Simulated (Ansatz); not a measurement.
in.yaml

```yaml
crystal:
  periodic: [false, false, false]
  atoms:
    - {symbol: Al, position_ang: [0.000000, -0.050236, 1.239922]}
    - {symbol: Cl, position_ang: [0.000000, -0.006816, -0.956330]}
    - {symbol: H, position_ang: [0.000000, 1.584516, 0.446218]}
basis:
  gaussian: {orbitals: cc-pVTZ}
magnetization: {spin_polarized: true, initial_magnetization: 1}
correlation: {method: ccsdt_q, electrons: outside_noble_gas}
```

```sh
$ ansatz run in.yaml --threads 2 --pin off --events-out ev --progress --plain --max-ram 24576MiB --backend cuda --devices 0, --max-vram 18GiB
```

Log:

```
1004 factors; integrals over basis functions are off by at most 1.7e-7 eV
mean field evaluation 1: about -19101.2256 eV, gradient 1.0e1 eV
mean field evaluation 2: about -19101.2334 eV, gradient 1.0e1 eV
mean field evaluation 4: about -19102.2930 eV, gradient 1.9e0 eV
mean field evaluation 8: about -19102.4213 eV, gradient 2.0e-1 eV
mean field evaluation 16: about -19102.0910 eV, gradient 5.4e0 eV
mean field evaluation 32: about -19099.9991 eV, gradient 1.9e0 eV
mean field evaluation 64: about -19098.5720 eV, gradient 9.7e-3 eV
mean field evaluation 96: about -19100.1383 eV, gradient 2.7e-3 eV
mean field -19102.42391341 eV, -702.0011307299 hartree, gradient 2.8e-6 eV, S^2 0.868185; 3 other end points of the search recorded, 0 dependent functions left out
determinant -19102.42391341 eV, -702.0011307299 hartree, with singles and doubles -19110.11150216 eV, -702.2836444055 hartree
determinant -19100.13825130 eV, -701.9171341964 hartree, with singles and doubles -19108.16646575 eV, -702.2121656359 hartree
10 core orbitals not correlated: weight in the atoms' cores, before any rotation towards them, 1.000 or more for the frozen orbitals, at most 0.000 for the correlated occupied ones
reference -19102.42391341 eV, -702.0011307299 hartree; 6, 5 occupied and 66, 67 virtual orbitals, 1004 factors
second order -6.79263726 eV of doubles, -0.00000000 eV of singles
cycle   1  -7.27715092 eV  change   -4.8e-1 eV  update   9.3e-2
cycle   2  -7.75243448 eV  change   -4.8e-1 eV  update   5.2e-2
...
cycle  14  -8.02138140 eV  change   -5.7e-5 eV  update   5.9e-5
cycle  15  -8.02137200 eV  change    9.4e-6 eV  update   3.3e-5
cycle  16  -8.02137238 eV  change   -3.8e-7 eV  update   2.0e-5
cycle  17  -8.02137672 eV  change   -4.3e-6 eV  update   1.0e-5
cycle  18  -8.02138417 eV  change   -7.5e-6 eV  update   5.6e-6
cycle  19  -8.02138747 eV  change   -3.3e-6 eV  update   3.1e-6
cycle  20  -8.02138655 eV  change    9.2e-7 eV  update   1.7e-6
cycle  21  -8.02138661 eV  change   -5.9e-8 eV  update   1.0e-6
cycle  22  -8.02138721 eV  change   -6.0e-7 eV  update   6.4e-7
cycle  23  -8.02138781 eV  change   -6.0e-7 eV  update   4.4e-7
perturbative correction -0.02026538 eV, -0.0007447389 hartree
Total energy: -19110.46556660 eV, -702.2966560337 hartree
```

Ran on 2 threads of AMD EPYC 7R13 with a shared H100 80 GB, shared host: 18 s wall, 0.82 GiB peak host memory.
